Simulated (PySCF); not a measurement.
Gas-phase reaction: 5 SiH₄ + 3 Si = 4 Si₂H₅

Computed with PySCF and rigid-rotor harmonic-oscillator thermochemistry at 1 bar. † marks an energy on the PBE0/def2-TZVP geometry and frequencies. MP2 freezes the core. Open shells (unrestricted): Si (multiplicity 3), Si₂H₅ (multiplicity 2); the rest are closed-shell singlets. Spin-orbit splitting is ignored; it lowers the true energy and changes the entropy of Si. Si₂H₅: computed as isolated molecules; such fragments, hydroxides, amides, oligomers or adducts are transient or little studied in the gas. MP2 isn't extrapolated to the basis-set limit.

ωB97M-V/def2-TZVP† gives ΔH°(298 K) = -593 kJ.

Task: What do BLYP/def2-TZVP†, MP2/def2-TZVPP†, MP2/def2-SVP† give?

Result: BLYP/def2-TZVP†: -557 kJ; MP2/def2-TZVPP†: -579 kJ; MP2/def2-SVP†: -524 kJ. For scale, ΔH°(298 K) is -593 kJ at this level, -648 kJ at ωB97X-V/def2-TZVP†, and runs from -811 to -372 kJ over the 20 levels computed.
